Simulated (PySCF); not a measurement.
Species: C₅H₁₁O (doublet state).
Z-matrix (Å and degrees, GFN2-xTB geometry), rows numbered from 1:
```
C 
O   1  1.3993
C   2  1.4334  1  112.91
C   3  1.4838  2  109.92  1  -179.97
C   4  1.4836  3  119.02  2    81.29
C   4  1.4836  3  118.99  2   -81.37
H   1  1.0984  2  111.44  3    60.72
H   1  1.0984  2  111.43  3   -60.59
H   1  1.0886  2  106.71  3  -179.95
H   3  1.1024  2  108.43  1   -58.65
H   3  1.1024  2  108.42  1    58.73
H   5  1.0967  4  110.87  3   -79.49
H   5  1.0890  4  111.01  3   161.08
H   5  1.0894  4  111.04  3    39.42
H   6  1.0895  4  111.10  3   -39.60
H   6  1.0890  4  111.01  3  -161.27
H   6  1.0967  4  110.78  3    79.30
```

The hyperfine couplings belong to this conformer and change with its torsions.

As a line formula: `[C](C)(C)COC` [radical].

The calculation used PySCF, UKS B3LYP, pcH-1 on C H O, non-relativistic, mean-field spin-orbit, GIAO. Geometry: GFN2-xTB, one conformer, isolated molecule. Couplings are sensitive to structure, and on GFN2-xTB geometries they can be far from those on DFT ones. The SCF solution wasn't tested for stability.

Principal values of hyperfine tensors in MHz (contact and dipolar terms together), for some of the nuclei:

```json
{"atom": "H12", "isotope": "1H", "A1": "137.80", "A2": "140.04", "A3": "150.87", "alike by the symmetry of this geometry": "H17"}
{"atom": "C4", "isotope": "13C", "A1": "31.77", "A2": "31.91", "A3": "269.66", "alike by the symmetry of this geometry": "none"}
{"atom": "O2", "isotope": "17O", "A1": "-83.21", "A2": "-64.25", "A3": "-64.00", "alike by the symmetry of this geometry": "none"}
{"atom": "H15", "isotope": "1H", "A1": "30.61", "A2": "31.29", "A3": "44.78", "alike by the symmetry of this geometry": "H14"}
{"atom": "H13", "isotope": "1H", "A1": "26.43", "A2": "27.13", "A3": "40.21", "alike by the symmetry of this geometry": "H16"}
{"atom": "H10", "isotope": "1H", "A1": "11.06", "A2": "13.47", "A3": "27.15", "alike by the symmetry of this geometry": "H11"}
{"atom": "C3", "isotope": "13C", "A1": "-18.20", "A2": "-17.57", "A3": "-14.50", "alike by the symmetry of this geometry": "none"}
{"atom": "C1", "isotope": "13C", "A1": "0.88", "A2": "0.88", "A3": "5.44", "alike by the symmetry of this geometry": "none"}
```

(1) Give the isotropic coupling of each nucleus in MHz and in mT (g = 2.0026), and the anisotropic part.

(2) What spin density at the nucleus of C1 lies behind its contact coupling (g_N = 1.40482)?

(3) C5 (13C, g_N = 1.40482) isn't in the table. Its spin density at the nucleus is -0.02754 bohr⁻³. What is its contact coupling?

(4) Which nucleus of the table has the largest anisotropic coupling, and what is its form?

(5) In a single crystal, with the field along each principal axis of the tensor of O2 in turn, what first-order splitting does this nucleus give (isotropic g, quadrupole terms neglected)?

Answers

(1) a_iso = (A1 + A2 + A3)/3, Ti = Ai − a_iso; 1 mT corresponds to 28.029 MHz.

```tsv
atom	a_iso (MHz)	a_iso (mT)	T1	T2	T3
H12	142.91	5.099	-5.10	-2.86	7.96
C4	111.11	3.964	-79.34	-79.20	158.54
O2	-70.48	-2.515	-12.72	6.24	6.49
H15	35.56	1.269	-4.95	-4.27	9.22
H13	31.26	1.115	-4.83	-4.12	8.96
H10	17.23	0.615	-6.16	-3.76	9.93
C3	-16.76	-0.598	-1.45	-0.82	2.26
C1	2.40	0.086	-1.52	-1.52	3.04
```

(2) a_FC = 800.24 MHz bohr³ × g_N × ρ(0)/(2S). With a_FC = 2.40 MHz and 2S = 1, ρ(0) = 0.002136 bohr⁻³.

(3) By the same relation, a_FC = -31.0 MHz. Its full tensor has the principal values -33.04, -31.55, -28.29 MHz.

(4) C4: -79.3, -79.2, 158.5 MHz, axial, in the ratio −1:−1:+2, the form that spin in one p orbital centred on that nucleus gives.

(5) 6 lines (I = 5/2), spaced by |A_i|/(g × 13.996): 2.97, 2.29, 2.28 mT along the axes of A1, A2 and A3.

The run took 52 s (grids of density and orbitals included) on Arm Neoverse V2, one thread, no GPU, shared host with 96 logical CPUs at a one-minute load of 64, and the process peaked at 0.95 GiB of memory.
